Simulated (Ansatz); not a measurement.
Geometry optimisation, RKS PBE0-D4/def2-SVP (Ansatz).

The input (input.yaml):

```yaml
crystal:
  periodic: [false, false, false]
  atoms:
    - { symbol: Al, position_ang: [0.050725, -0.217224, -0.458539] }
    - { symbol: H, position_ang: [0.06122, -0.326663, 2.29658] }
    - { symbol: H, position_ang: [1.532838, 0.34496, -0.616633] }
    - { symbol: H, position_ang: [-1.252002, 0.680798, -0.64765] }
    - { symbol: O, position_ang: [-0.144547, -1.926393, -0.12604] }
    - { symbol: Al, position_ang: [-0.81474, -3.496556, -0.161989] }
    - { symbol: H, position_ang: [0.088709, -4.711455, 0.311847] }
    - { symbol: H, position_ang: [-2.311549, -3.688581, -0.676712] }
    - { symbol: H, position_ang: [0.018346, -0.868685, 1.819836] }
basis:
  gaussian: { orbitals: def2-SVP }
hamiltonian:
  xc: pbe0
  dispersion: d4
relax:
  f_tol: 0.03
  max_steps: 50
output:
  orbitals: {}
```

Command:

```bash
$ ansatz run input.yaml --threads 1 --pin off --max-ram 2048MiB --backend cpu --events-out ev --progress --plain --runs-dir out
```

Task: Where does it end, and by what steps?

Result: It converged. The force dipped under the threshold on the way, but the program's further checks kept it going. After 17 steps the energy has fallen by 0.200 eV; H8 moved furthest, 1.29 Å.

```
step  energy less start (eV)  largest force component (eV/Å)  accepted
   0                  0.0000                           1.353       yes
   1                 -0.0802                           0.675       yes
   2                 -0.1126                           0.546       yes
   3                 -0.1130                           0.518       yes
   4                 -0.1406                           0.312       yes
   5                 -0.1508                           0.088       yes
   6                 -0.1580                           0.068       yes
   7                 -0.1679                           0.161       yes
   8                 -0.1827                           0.029       yes
   9                 -0.1834                           0.197       yes
  10                 -0.1908                           0.178       yes
  11                 -0.0918                           1.435        no
  12                 -0.1949                           0.028       yes
  13                 -0.1918                           0.403        no
  14                 -0.1960                           0.026       yes
  15                 -0.1963                           0.135       yes
  16                 -0.1981                           0.056       yes
  17                 -0.2002                           0.014       yes
```

```xyz
9
Properties=species:S:1:pos:R:3
Al -0.157 -0.317 -0.220
H 0.207 -0.034 2.053
H 1.280 0.134 -0.717
H -1.303 0.715 0.153
O -0.542 -1.978 -0.270
Al -0.929 -3.629 -0.355
H -0.567 -4.554 0.882
H -1.636 -4.181 -1.664
H 0.877 -0.364 1.879
```

Whether the end is a true minimum wasn't checked by a vibrational analysis.

The run took 52 s on 1 thread of Intel(R) Xeon(R) Platinum 8259CL CPU @ 2.50GHz (Skylake/Cascade Lake) (shared host), peak memory 0.17 GiB.
